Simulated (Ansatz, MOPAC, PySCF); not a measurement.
Species: C₂H₄Cl, net charge 0, doublet state. SMILES: [CH2]CCl
Structure (B3LYP-D3(BJ)/def2-TZVP (Ansatz, a program for electronic structure) minimum search):
```xyz
7

C      0.1737     0.8729    -0.0003
C      1.5889     0.5374    -0.0162
Cl    -0.8506    -0.6988     0.0079
H     -0.1451     1.3931     0.8974
H     -0.1643     1.3962    -0.8891
H      2.1065     0.3124     0.9055
H      2.0865     0.3157    -0.9496
```
Charge 0, spin multiplicity 2.

Unscaled harmonic wavenumbers (cm⁻¹) in rising order, each level at the stationary point that it reaches from this structure (no distance between atoms moves by over 0.3 Å); the order of modes can differ between levels, and a negative number is imaginary. B3LYP-D3(BJ)/def2-TZVP (PySCF, at the structure above): 241, 299, 508, 687, 789, 1053, 1099, 1236, 1257, 1468, 1504, 3103, 3154, 3164, 3259.

PM3 (MOPAC): -122, 313, 606, 696, 807, 1012, 1087, 1154, 1258, 1325, 1433, 3006, 3058, 3145, 3181. Zero-point energy 31.6 against 32.6 kcal/mol; where all levels lie over 400 cm⁻¹, the wavenumbers are on average 0.991 times those of B3LYP-D3(BJ)/def2-TZVP. This level finds the structure a saddle point. The zero-point energy leaves imaginary modes out.

HF/3-21G (Ansatz): 309, 316, 415, 708, 860, 1112, 1124, 1322, 1372, 1602, 1648, 3318, 3326, 3400, 3432. Zero-point energy 34.7 against 32.6 kcal/mol; where all levels lie over 400 cm⁻¹, the wavenumbers are on average 1.047 times those of B3LYP-D3(BJ)/def2-TZVP.
